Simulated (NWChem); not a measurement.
A series in which one site is exchanged, each optimised at PBE0/def2-SVP with NWChem, gas phase unless a solvent is named. This build's default masses of Se (78.918 u) and Br (79.917 u) are each other's, which moves their modes by up to 0.6 %. Some are not confirmed as minima by frequencies. def2 effective core potentials on I; no spin-orbit coupling.

A: F[Si](F)(F)Br (SiBrF3; site = Br)
B: F[Si](F)(F)F (SiF$_{4}$; site = F)
C: F[SiH](F)F (SiHF₃; site = H)
D: I[Si](F)(F)F (SiIF3; site = I)

Values for A:

orbital gap (eV), PBE0/def2-SVP: 9.55
vertical ionisation energy, ΔSCF, PBE0/def2-SVP (eV): 12.36
static polarisability, PBE0/def2-SVPD (bohr³): 42.7

Question: How do these values change for the other members?

Answer: 
```csv
change from A,B,C,D
"orbital gap (eV), PBE0/def2-SVP",+3.43,+3.11,-1.75
"vertical ionisation energy, ΔSCF, PBE0/def2-SVP (eV)",+2.96,+1.69,-1.24
"static polarisability, PBE0/def2-SVPD (bohr³)",-19.8,-18.3,+12.8
```
